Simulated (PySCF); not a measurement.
# Splitting trees

Molfile (atoms numbered from 1):
```
C3H3FO2
     RDKit          3D

  9  8  0  0  0  0  0  0  0  0999 V2000
    1.1103   -1.2443   -0.5802 O   0  0  0  0  0  0  0  0  0  0  0  0
    0.9051   -0.1791   -0.0575 C   0  0  0  0  0  0  0  0  0  0  0  0
    1.8868    0.6180    0.3799 O   0  0  0  0  0  0  0  0  0  0  0  0
   -0.4207    0.4138    0.1848 C   0  0  0  0  0  0  0  0  0  0  0  0
   -1.5159   -0.2383   -0.1809 C   0  0  0  0  0  0  0  0  0  0  0  0
   -2.7340    0.2522    0.0150 F   0  0  0  0  0  0  0  0  0  0  0  0
    2.7517    0.2117    0.2121 H   0  0  0  0  0  0  0  0  0  0  0  0
   -0.4513    1.3797    0.6628 H   0  0  0  0  0  0  0  0  0  0  0  0
   -1.5184   -1.2077   -0.6612 H   0  0  0  0  0  0  0  0  0  0  0  0
  1  2  2  0
  2  3  1  0
  2  4  1  0
  4  5  2  0
  5  6  1  0
  3  7  1  0
  4  8  1  0
  5  9  1  0
M  END
```

[PySCF: couplings computed with B3LYP/pcJ-1; GFN2-xTB geometry; σ from GIAO-PBE0/pcSseg-1; a single conformation; non-relativistic; gas phase]

References, each an isolated molecule treated in the same way: ¹³C against TMS; ¹⁹F against CFCl3.

Spectrometer: 500 MHz for ¹H. First-order analysis; couplings under 1 Hz (under 4 Hz in carbon signals) are ignored, and nearly equal couplings are merged; the smaller ones broaden or split the lines further.

Question: What pattern does C2 show in the proton-coupled ¹³C spectrum?

Answer: A doublet at δ 170.3: 20.0 Hz to F6 (1 × ¹⁹F, 3 bonds away). Lines in Hz from the centre (relative intensity): +10.0 (1), -10.0 (1). The outer lines are 20.0 Hz apart, the sum of the couplings kept, or 0.159 ppm at this field.

Question: What pattern does C4 show in the proton-coupled ¹³C spectrum?

Answer: A doublet of doublets of doublets at δ 109.6: 169.9 Hz to H8 (1 × ¹H, 1 bond away), 12.5 Hz to F6 (1 × ¹⁹F, 2 bonds away), 11.4 Hz to H9 (1 × ¹H, 2 bonds away). Lines in Hz from the centre (relative intensity): +96.9 (1), +85.5 (1), +84.4 (1), +73.0 (1), -73.0 (1), -84.4 (1), -85.5 (1), -96.9 (1). The outer lines are 193.8 Hz apart, the sum of the couplings kept, or 1.541 ppm at this field.

Question: What pattern does F6 show (¹⁹F)?

Answer: A doublet of doublets at δ -99.3: 84.6 Hz to H9 (1 × ¹H, 2 bonds away), 14.0 Hz to H8 (1 × ¹H, 3 bonds away). Lines in Hz from the centre (relative intensity): +49.3 (1), +35.3 (1), -35.3 (1), -49.3 (1). The outer lines are 98.6 Hz apart, the sum of the couplings kept, or 0.210 ppm at this field.

Question: What pattern does C5 show in the proton-coupled ¹³C spectrum?

Answer: A doublet of doublets of doublets at δ 178.0: 358.2 Hz to F6 (1 × ¹⁹F, 1 bond away), 210.7 Hz to H9 (1 × ¹H, 1 bond away), 6.2 Hz to H8 (1 × ¹H, 2 bonds away). Lines in Hz from the centre (relative intensity): +287.6 (1), +281.4 (1), +76.8 (1), +70.7 (1), -70.7 (1), -76.8 (1), -281.4 (1), -287.6 (1). The outer lines are 575.1 Hz apart, the sum of the couplings kept, or 4.574 ppm at this field.

OH and NH positions are those of a molecule without intermolecular hydrogen bonds; in solution they move with solvent, concentration and temperature, and exchange usually removes their couplings. Unscaled 3J(H,H) at this level run about 10 % above measured values.
